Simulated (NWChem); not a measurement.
**BH (SMILES [BH]): B3LYP/pcseg-1**

What is the vertical ionisation energy of BH at B3LYP/pcseg-1? 

The calculation is run with NWChem 7.3.0.

4 further runs of the same task are left out: 4 set aside as unsound or not needed.

**1. The system as given**

BH: 2 atoms, total charge 0, spin state singlet. SMILES: `[BH]`. Geometry: the measured bond length.

Bond lengths: B1–H2 1.232 Å.

**2. A single-point energy at B3LYP/pcseg-1**

sp.nw reads:

```
start sp
memory 2200 mb
charge 0
geometry units angstroms noautosym nocenter noautoz
  B        0.000000       0.000000       0.000000
  H        0.000000       0.000000       1.232400
end
basis spherical bse
  B library pcseg-1
  H library pcseg-1
end
dft
  xc b3lyp
  grid fine
  convergence energy 1e-08
  iterations 100
  mulliken
  print low
end
task dft
```

On the command line:

```bash
$ nwchem sp.nw > sp.out
```

Standard output:

```text
Northwest Computational Chemistry Package (NWChem) 7.3.0
             --------------------------------------------------------

           Job information
           ---------------

    nwchem branch   = 7.3.0
    use scalapack   = T
    input           = sp.nw
    prefix          = sp.
    data base       = ./sp.db
    status          = startup
    nproc           =        1

           Memory information
           ------------------

    heap     =     72089594 doubles =      550.0 Mbytes
    stack    =     72089599 doubles =      550.0 Mbytes
    global   =    144179200 doubles =     1100.0 Mbytes (distinct from heap & stack)
    total    =    288358393 doubles =     2200.0 Mbytes
    verify   = yes
    hardfail = no

           Directory information
           ---------------------

  0 permanent = .
  0 scratch   = .

                                NWChem Input Module
                                -------------------

 Scaling coordinates for geometry "geometry" by  1.889725989
 (inverse scale =  0.529177249)

                             Geometry "geometry" -> ""
                             -------------------------

 Output coordinates in angstroms (scale by  1.889725989 to convert to a.u.)

  No.       Tag          Charge          X              Y              Z
 ---- ---------------- ---------- -------------- -------------- --------------
    1 B                    5.0000     0.00000000     0.00000000     0.00000000
    2 H                    1.0000     0.00000000     0.00000000     1.23240000

      Atomic Mass
      -----------

      B                 11.009310
      H                  1.007825

 Effective nuclear repulsion energy (a.u.)       2.1469378814

            Nuclear Dipole moment (a.u.)
            ----------------------------
        X                 Y               Z
 ---------------- ---------------- ----------------
     0.0000000000     0.0000000000     2.3288983083

            XYZ format geometry
            -------------------
     2
 geometry
 B                     0.00000000     0.00000000     0.00000000
 H                     0.00000000     0.00000000     1.23240000

 ==============================================================================
                                internuclear distances
 ------------------------------------------------------------------------------
       center one      |      center two      | atomic units |  angstroms
 ------------------------------------------------------------------------------
    2 H                |   1 B                |     2.32890  |     1.23240
 ------------------------------------------------------------------------------
                         number of included internuclear distances:          1
 ==============================================================================

                      Basis "ao basis" -> "" (spherical)
                      -----
  [basis functions not shown]

 Summary of "ao basis" -> "" (spherical)
 ------------------------------------------------------------------------------
       Tag                 Description            Shells   Functions and Types
 ---------------- ------------------------------  ------  ---------------------
 B                          pcseg-1                  6       14   3s2p1d
 H                          pcseg-1                  3        5   2s1p

                                 NWChem DFT Module
                                 -----------------

  Caching 1-el integrals
   Time after variat. SCF:      0.0

     ---------------------------------------------
      Total Density - Mulliken Population Analysis
     ---------------------------------------------

    Atom       Charge   Shell Charges
 -----------   ------   -------------------------------------------------------
    1 B    5     4.83   2.00  0.92  1.00  0.59  0.32  0.01
    2 H    1     1.17   0.82  0.35  0.01
   Time prior to 1st pass:      0.0

           Memory utilization after 1st SCF pass:
           Heap Space remaining (MW):       38.18            38176914
          Stack Space remaining (MW):       72.09            72089380

   convergence    iter        energy       DeltaE   RMS-Dens  Diis-err    time
 ---------------- ----- ----------------- --------- --------- ---------  ------
 d= 0,ls=0.0,diis     1    -25.2716820533 -2.74D+01  2.57D-02  5.87D-02     0.1
 d= 0,ls=0.0,diis     2    -25.2838582507 -1.22D-02  1.36D-02  1.15D-02     0.1
 d= 0,ls=0.0,diis     3    -25.2865562053 -2.70D-03  1.50D-03  2.30D-04     0.1
 d= 0,ls=0.0,diis     4    -25.2866125417 -5.63D-05  2.61D-04  2.51D-06     0.2
 d= 0,ls=0.0,diis     5    -25.2866131731 -6.31D-07  1.75D-05  3.71D-08     0.2
 d= 0,ls=0.0,diis     6    -25.2866131829 -9.83D-09  7.29D-07  2.43D-11     0.2

         Total DFT energy =      -25.286613182924
      One electron energy =      -37.231758775598
           Coulomb energy =       14.096046371524
    Exchange-Corr. energy =       -4.297838660220
 Nuclear repulsion energy =        2.146937881368

 Numeric. integr. density =        6.000000058371

     Total iterative time =      0.2s

     ---------------------------------------------
      Total Density - Mulliken Population Analysis
     ---------------------------------------------

    Atom       Charge   Shell Charges
 -----------   ------   -------------------------------------------------------
    1 B    5     4.97   2.00  0.92  1.01  0.80  0.23  0.01
    2 H    1     1.03   0.80  0.22  0.01

     -------------------------------------------
      Total Density - Lowdin Population Analysis
     -------------------------------------------

    Atom       Charge   Shell Charges
 -----------   ------   -------------------------------------------------------
    1 B    5     4.92   1.99  0.87  0.82  0.76  0.45  0.02
    2 H    1     1.08   0.71  0.35  0.02

 Task  times  cpu:        0.2s     wall:        0.2s
 Total times  cpu:        0.2s     wall:        0.2s
```

Run time: 0.83 s. Hardware: 1 thread of Intel Xeon 6975P-C (Granite Rapids), shared host; peak memory 0.1 GiB.

**3. The doublet cation**

bh.nw reads:

```
START bh
memory total 2200 mb
charge 1
GEOMETRY units atomic noautosym nocenter noautoz
  B   0.00000000  0.00000000  0.00000000
  H   0.00000000  0.00000000  2.32889848
END
BASIS spherical bse
  * library pcseg-1
END
DFT
  xc b3lyp
  mult 2
  grid fine
  convergence energy 1e-08
  iterations 100
  mulliken
  noprint "final vectors analysis"
END
TASK dft
```

On the command line:

```bash
$ nwchem bh.nw > bh.out
```

Standard output:

```text
Northwest Computational Chemistry Package (NWChem) 7.3.0
             --------------------------------------------------------

           Job information
           ---------------

    nwchem branch   = 7.3.0
    use scalapack   = T
    input           = bh.nw
    prefix          = bh.
    data base       = ./bh.db
    status          = startup
    nproc           =        1

           Memory information
           ------------------

    heap     =     72089594 doubles =      550.0 Mbytes
    stack    =     72089599 doubles =      550.0 Mbytes
    global   =    144179200 doubles =     1100.0 Mbytes (distinct from heap & stack)
    total    =    288358393 doubles =     2200.0 Mbytes
    verify   = yes
    hardfail = no

           Directory information
           ---------------------

  0 permanent = .
  0 scratch   = .

                                NWChem Input Module
                                -------------------

                             Geometry "geometry" -> ""
                             -------------------------

 Output coordinates in a.u. (scale by  1.000000000 to convert to a.u.)

  No.       Tag          Charge          X              Y              Z
 ---- ---------------- ---------- -------------- -------------- --------------
    1 B                    5.0000     0.00000000     0.00000000     0.00000000
    2 H                    1.0000     0.00000000     0.00000000     2.32889848

      Atomic Mass
      -----------

      B                 11.009310
      H                  1.007825

 Effective nuclear repulsion energy (a.u.)       2.1469377231

            Nuclear Dipole moment (a.u.)
            ----------------------------
        X                 Y               Z
 ---------------- ---------------- ----------------
     0.0000000000     0.0000000000     2.3288984800

            XYZ format geometry
            -------------------
     2
 geometry
 B                     0.00000000     0.00000000     0.00000000
 H                     0.00000000     0.00000000     1.23240009

 ==============================================================================
                                internuclear distances
 ------------------------------------------------------------------------------
       center one      |      center two      | atomic units |       a.u.
 ------------------------------------------------------------------------------
    2 H                |   1 B                |     2.32890  |     2.32890
 ------------------------------------------------------------------------------
                         number of included internuclear distances:          1
 ==============================================================================

 Summary of "ao basis" -> "" (spherical)
 ------------------------------------------------------------------------------
       Tag                 Description            Shells   Functions and Types
 ---------------- ------------------------------  ------  ---------------------
 *                          pcseg-1                   on all atoms

                                 NWChem DFT Module
                                 -----------------

                      Basis "ao basis" -> "ao basis" (spherical)
                      -----
  [basis functions not shown]

 Summary of "ao basis" -> "ao basis" (spherical)
 ------------------------------------------------------------------------------
       Tag                 Description            Shells   Functions and Types
 ---------------- ------------------------------  ------  ---------------------
 B                          pcseg-1                  6       14   3s2p1d
 H                          pcseg-1                  3        5   2s1p

 Summary of "ao basis" -> "ao basis" (spherical)
 ------------------------------------------------------------------------------
       Tag                 Description            Shells   Functions and Types
 ---------------- ------------------------------  ------  ---------------------
 B                          pcseg-1                  6       14   3s2p1d
 H                          pcseg-1                  3        5   2s1p

  Caching 1-el integrals
  itol2e modified to match energy
  convergence criterion.
  tol_rho modified to match energy
  convergence criterion.

            General Information
            -------------------
          SCF calculation type: DFT
          Wavefunction type:  spin polarized.
          No. of atoms     :     2
          No. of electrons :     5
           Alpha electrons :     3
            Beta electrons :     2
          Charge           :     1
          Spin multiplicity:     2
          Use of symmetry is: off; symmetry adaption is: off
          Maximum number of iterations: 100
          AO basis - number of functions:    19
                     number of shells:     9
          Convergence on energy requested:  1.00D-08
          Convergence on density requested:  1.00D-05
          Convergence on gradient requested:  5.00D-04

              XC Information
              --------------
                         B3LYP Method XC Potential
                     Hartree-Fock (Exact) Exchange  0.200
                        Slater Exchange Functional  0.800 local
                    Becke 1988 Exchange Functional  0.720 non-local
              Lee-Yang-Parr Correlation Functional  0.810
                  VWN I RPA Correlation Functional  0.190 local

             Grid Information
             ----------------
          Grid used for XC integration:  fine
          Radial quadrature: Mura-Knowles
          Angular quadrature: Lebedev.
          Tag              B.-S. Rad. Rad. Pts. Rad. Cut. Ang. Pts.
          ---              ---------- --------- --------- ---------
          B                   0.85       70           7.0       590
          H                   0.35       60           7.0       590
          Grid pruning is: on
          Number of quadrature shells:   130
          Spatial weights used:  Erf1

          Convergence Information
          -----------------------
          Convergence aids based upon iterative change in
          total energy or number of iterations.
          Levelshifting, if invoked, occurs when the
          HOMO/LUMO gap drops below (HL_TOL):  1.00D-02
          DIIS, if invoked, will attempt to extrapolate
          using up to (NFOCK): 10 stored Fock matrices.

                    Damping( 0%)  Levelshifting(0.5)       DIIS
                  --------------- ------------------- ---------------
          dE  on:    start            ASAP                start
          dE off:    2 iters        100 iters           100 iters

      Screening Tolerance Information
      -------------------------------
          Density screening/tol_rho:  1.00D-11
          AO Gaussian exp screening on grid/accAOfunc:  18
          CD Gaussian exp screening on grid/accCDfunc:  20
          XC Gaussian exp screening on grid/accXCfunc:  20
          Schwarz screening/accCoul:  1.00D-09

      Superposition of Atomic Density Guess
      -------------------------------------

 Sum of atomic energies:         -25.02020914

 Renormalizing density from       6.00 to      5

      Non-variational initial energy
      ------------------------------

 Total energy =     -21.806747
 1-e energy   =     -30.821505
 2-e energy   =       6.867820
 HOMO         =      -0.611093
 LUMO         =      -0.445176

   Time after variat. SCF:      0.0

     ---------------------------------------------
      Total Density - Mulliken Population Analysis
     ---------------------------------------------

    Atom       Charge   Shell Charges
 -----------   ------   -------------------------------------------------------
    1 B    5     4.28   2.00  1.14  0.51  0.55  0.07  0.01
    2 H    1     0.72   0.59  0.13  0.01

     --------------------------------------------
      Spin Density - Mulliken Population Analysis
     --------------------------------------------

    Atom       Charge   Shell Charges
 -----------   ------   -------------------------------------------------------
    1 B    5     0.78   0.00  0.14  0.12  0.45  0.06  0.00
    2 H    1     0.22   0.18  0.04  0.00
   Time prior to 1st pass:      0.0

 Grid_pts file          = ./bh.gridpts.0
 Record size in doubles =  12289        No. of grid_pts per rec  =   3070
 Max. records in memory =     29        Max. recs in file   = *********

           Memory utilization after 1st SCF pass:
           Heap Space remaining (MW):       38.18            38176890
          Stack Space remaining (MW):       72.09            72089300

   convergence    iter        energy       DeltaE   RMS-Dens  Diis-err    time
 ---------------- ----- ----------------- --------- --------- ---------  ------
 d= 0,ls=0.0,diis     1    -24.9151983814 -2.71D+01  7.77D-03  1.93D-02     0.1
                                                     8.98D-03  2.15D-02
 d= 0,ls=0.0,diis     2    -24.9296064750 -1.44D-02  4.80D-03  1.85D-03     0.1
                                                     1.40D-03  5.66D-04
 d= 0,ls=0.0,diis     3    -24.9309174549 -1.31D-03  4.22D-04  3.87D-05     0.2
                                                     9.28D-04  1.25D-04
 d= 0,ls=0.0,diis     4    -24.9310712062 -1.54D-04  3.89D-04  1.15D-05     0.2
                                                     1.81D-04  1.61D-06
 d= 0,ls=0.0,diis     5    -24.9310836409 -1.24D-05  6.29D-05  3.08D-07     0.3
                                                     5.28D-05  1.90D-07
 d= 0,ls=0.0,diis     6    -24.9310841240 -4.83D-07  6.63D-06  8.47D-09     0.3
                                                     6.36D-06  5.16D-09
 d= 0,ls=0.0,diis     7    -24.9310841329 -8.83D-09  9.38D-07  1.22D-10     0.3
                                                     1.21D-06  2.43D-10

         Total DFT energy =      -24.931084132873
      One electron energy =      -34.945981972437
           Coulomb energy =       11.891645415461
    Exchange-Corr. energy =       -4.023685299004
 Nuclear repulsion energy =        2.146937723108

 Numeric. integr. density =        5.000000039857

     Total iterative time =      0.3s

     ---------------------------------------------
      Total Density - Mulliken Population Analysis
     ---------------------------------------------

    Atom       Charge   Shell Charges
 -----------   ------   -------------------------------------------------------
    1 B    5     4.24   2.00  0.97  0.50  0.67  0.09  0.00
    2 H    1     0.76   0.69  0.07  0.01

     --------------------------------------------
      Spin Density - Mulliken Population Analysis
     --------------------------------------------

    Atom       Charge   Shell Charges
 -----------   ------   -------------------------------------------------------
    1 B    5     0.84   0.00  0.23  0.12  0.43  0.06  0.00
    2 H    1     0.16   0.14  0.02  0.00

     -------------------------------------------
      Total Density - Lowdin Population Analysis
     -------------------------------------------

    Atom       Charge   Shell Charges
 -----------   ------   -------------------------------------------------------
    1 B    5     4.10   1.99  0.81  0.51  0.61  0.17  0.01
    2 H    1     0.90   0.59  0.27  0.03

     ------------------------------------------
      Spin Density - Lowdin Population Analysis
     ------------------------------------------

    Atom       Charge   Shell Charges
 -----------   ------   -------------------------------------------------------
    1 B    5     0.88   0.01  0.21  0.12  0.41  0.13  0.00
    2 H    1     0.12   0.12  0.00 -0.00

   alpha - beta orbital overlaps
   -----------------------------

   alpha      1      2      3      4      5      6      7      8      9     10
    beta      1      2      3      4      5      6      7      8      9     10
 overlap   1.000  0.994  0.986  0.990  0.990  0.992  0.963  0.999  0.999  0.952

   alpha     11     12     13     14     15     16     17     18     19
    beta     11     13     12     14     15     16     18     17     19
 overlap   0.996  0.998  0.998  1.000  1.000  0.999  0.971  0.971  1.000

     --------------------------
     Expectation value of S2:
     --------------------------
      <S2> =      0.7523 (Exact =     0.7500)

 center of mass
 --------------
 x =   0.00000000 y =   0.00000000 z =   0.19531462

 moments of inertia (a.u.)
 ------------------
           5.007781861507           0.000000000000           0.000000000000
           0.000000000000           5.007781861507           0.000000000000
           0.000000000000           0.000000000000           0.000000000000

     Multipole analysis of the density
     ---------------------------------

     L   x y z        total         alpha         beta         nuclear
     -   - - -        -----         -----         ----         -------
     0   0 0 0      1.000000     -3.000000     -2.000000      6.000000

     1   1 0 0     -0.000000     -0.000000      0.000000      0.000000
     1   0 1 0     -0.000000      0.000000     -0.000000      0.000000
     1   0 0 1      0.350531     -0.732309     -1.246059      2.328898

     2   2 0 0     -2.917714     -1.917154     -1.000560      0.000000
     2   1 1 0     -0.000000     -0.000000     -0.000000      0.000000
     2   1 0 1      0.000000      0.000000      0.000000      0.000000
     2   0 2 0     -2.917714     -1.917154     -1.000560      0.000000
     2   0 1 1     -0.000000     -0.000000     -0.000000      0.000000
     2   0 0 2     -2.651079     -5.331504     -2.743343      5.423768

 Task  times  cpu:        0.3s     wall:        0.3s
 Total times  cpu:        0.3s     wall:        0.3s
```

Wall time 0.91 s (1 thread of Intel Xeon 6975P-C (Granite Rapids), shared host); peak memory 0.1 GiB.

**4. Summary of results**

Level: B3LYP/pcseg-1.

```
                                          quantity         value
                          singlet BH: total energy  -25.28661 Eh
                      doublet cation: total energy  -24.93108 Eh
                              doublet cation: ⟨S²⟩         0.752
vertical ionisation energy (to the doublet cation)      9.674 eV
```

In words: The vertical ionisation energy comes to 9.67 eV (223 kcal/mol).
